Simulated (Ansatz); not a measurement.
Results of PBE (plane waves, PAW; Ansatz, a quantum-chemistry and plane-wave program) for chalcopyrite CdGeAs2.

Settings: plane-wave cutoff 520 eV, 8×8×8 k mesh, Fermi–Dirac smearing 0.01 eV, scalar-relativistic PAW data made under PBE.

The cell is scaled about its equilibrium volume:

Shape and atoms are relaxed at each volume.

| V (Å³/atom) | P (GPa) | c (Å) | a (Å) |
|---|---|---|---|
| 25.205 | 2.36 | 11.310 | 5.971 |
| 25.730 | 1.12 | 11.401 | 6.009 |
| 26.255 | 0.00 | 11.488 | 6.047 |
| 26.780 | -0.99 | 11.574 | 6.084 |
| 27.305 | -1.88 | 11.658 | 6.122 |

Note: the gap of the solid is closed in this run; this level leaves the solid without a gap, although one is measured; the bulk modulus comes from volumes at which shape and atoms were relaxed.
